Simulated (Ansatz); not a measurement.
# BePH₂ (sextet): the correlation ladder, def2-TZVPP

An exercise on one series of results from a longer session: the logs are not shown, and one member is left open.

The runs use Ansatz 0.2.0, Gaussian basis; def2-TZVPP, core rule «outside noble gas», up to 6 orbitals frozen.

The runs, in order: UHF; ROHF; CCSD(T) on UHF.

**What is computed**

The geometry is a PBE0/def2-TZVP stationary point (not a proven minimum) of the parent state, kept for this charge and spin.

4 atoms, charge 0, spin multiplicity 6.

Atoms are counted from 1 here; the program's logs count them from 0.

Bond lengths: P1–Be2 2.362 Å, P1–H3 1.434 Å, Be2–H4 1.404 Å. Angles: Be2–P1–H3 78.1°, P1–Be2–H4 72.5°.

Set-up of the first run:

in.yaml reads:

```yaml
crystal:
  periodic: [false, false, false]
  atoms:
    - {symbol: P, position_ang: [0.000000, -0.077599, 0.555021]}
    - {symbol: Be, position_ang: [0.000000, 0.243011, -1.784965]}
    - {symbol: H, position_ang: [0.000000, 1.352773, 0.453405]}
    - {symbol: H, position_ang: [0.000000, -1.140996, -1.549372]}
basis:
  gaussian: {orbitals: def2-TZVPP}
magnetization: {spin_polarized: true, initial_magnetization: 5}
hamiltonian: {xc: hf}
output: {orbitals: {seedname: orbitals}}
```

On the command line:

```console
$ ansatz run in.yaml --threads 1 --pin off --events-out ev --progress --plain --max-ram 4096MiB --backend cpu
```

Steps of the session up to this table: UHF; ROHF; CCSD(T) on UHF.

One of the session's tables, all rows but one given; the rest of the session is left out.

| method | from UCCSD(T) (meV) |
| --- | --- |
| ROHF | +4593.7 |
| UHF | ? |
| UMP2 | +977.5 |
| UCCSD | +171.8 |
| UCCSD(T) | 0 |

**Question.** Estimate the row for UHF.

The run gave: from UCCSD(T) (meV): +4382.8. In the column «from UCCSD(T) (meV)» it lies between UMP2 (+977.5) and ROHF (+4593.7).
